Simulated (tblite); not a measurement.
Compound: 1-butyne, C4H6.
Bonds: C1–C2 (triple), C2–C3, C3–C4. Hydrogens: H5 on C1; H6, H7 on C3; H8, H9, H10 on C4.

Computed with GFN2-xTB (tblite), gas phase: Langevin dynamics at 600 K from the optimised GFN2-xTB geometry, time step 0.5 fs, friction 0.01 fs⁻¹, 2000 steps.

Start geometry:
```
atom  x, y, z in Å
C1      2.209   -0.291   -0.423
C2      1.113    0.164   -0.273
C3     -0.225    0.687   -0.084
C4     -1.197   -0.416    0.335
H5      3.174   -0.679   -0.557
H6     -0.561    1.142   -1.021
H7     -0.194    1.468    0.682
H8     -1.240   -1.193   -0.425
H9     -0.876   -0.871    1.270
H10    -2.195   -0.005    0.471
```

The statistics below take the 31 frames saved every 25 fs from 250 to 1000 fs; their kinetic temperature (all 3N coordinates) averages 665 K.

Problem. Give the mean, spread and extremes of the bond lengths.

Solution. 
```json
{"bond": "C1≡C2", "start (Å)": "1.196", "mean (Å)": "1.208", "standard deviation (Å)": "0.029", "shortest (Å)": "1.154", "longest (Å)": "1.260"}
{"bond": "C2–C3", "start (Å)": "1.449", "mean (Å)": "1.471", "standard deviation (Å)": "0.035", "shortest (Å)": "1.411", "longest (Å)": "1.566"}
{"bond": "C3–C4", "start (Å)": "1.529", "mean (Å)": "1.533", "standard deviation (Å)": "0.049", "shortest (Å)": "1.449", "longest (Å)": "1.630"}
{"bond": "C1–H5", "start (Å)": "1.049", "mean (Å)": "1.056", "standard deviation (Å)": "0.030", "shortest (Å)": "1.001", "longest (Å)": "1.120"}
{"bond": "C3–H6", "start (Å)": "1.094", "mean (Å)": "1.102", "standard deviation (Å)": "0.033", "shortest (Å)": "1.035", "longest (Å)": "1.185"}
{"bond": "C3–H7", "start (Å)": "1.094", "mean (Å)": "1.096", "standard deviation (Å)": "0.054", "shortest (Å)": "0.985", "longest (Å)": "1.190"}
{"bond": "C4–H8", "start (Å)": "1.088", "mean (Å)": "1.095", "standard deviation (Å)": "0.038", "shortest (Å)": "1.014", "longest (Å)": "1.201"}
{"bond": "C4–H9", "start (Å)": "1.088", "mean (Å)": "1.099", "standard deviation (Å)": "0.035", "shortest (Å)": "1.019", "longest (Å)": "1.182"}
{"bond": "C4–H10", "start (Å)": "1.088", "mean (Å)": "1.095", "standard deviation (Å)": "0.040", "shortest (Å)": "1.024", "longest (Å)": "1.177"}
```

Problem. Give the same statistics for bond angles, one of each kind.

Solution. 
| angle | start (°) | mean (°) | standard deviation (°) | smallest (°) | largest (°) |
| --- | --- | --- | --- | --- | --- |
| C2–C1–H5 | 179.3 | 160.1 | 8.4 | 139.9 | 172.8 |
| C1–C2–C3 | 178.8 | 160.7 | 9.5 | 140.2 | 175.7 |
| C2–C3–C4 | 111.2 | 111.2 | 6.5 | 102.8 | 124.9 |
| C2–C3–H6 | 108.8 | 106.1 | 6.7 | 94.0 | 120.6 |
| C4–C3–H6 | 109.9 | 112.4 | 7.7 | 96.4 | 129.0 |
| H6–C3–H7 | 108.1 | 106.3 | 7.2 | 97.1 | 124.1 |
| C3–C4–H8 | 110.4 | 110.9 | 5.6 | 101.6 | 131.5 |
| H8–C4–H9 | 108.3 | 109.6 | 5.0 | 100.6 | 119.6 |
| H8–C4–H10 | 108.7 | 107.1 | 6.4 | 96.6 | 118.4 |

Problem. How widely does the potential energy scatter, against a harmonic estimate?

Solution. Mean 0.76 eV above the start, standard deviation 0.193 eV, range 0.29 to 1.15 eV. For 24 classical harmonic modes at 600 K the canonical values are 24kT/2 = 0.62 eV and kT·√(24/2) = 0.179 eV.

The run is classical and short, so these are rough statistics of one trajectory.

The cost below is that of the whole dynamics run. Hardware: an Arm Neoverse V1 with one thread, on a shared host. Cost: 5.3 s of wall time, 0.18 GiB resident at most.
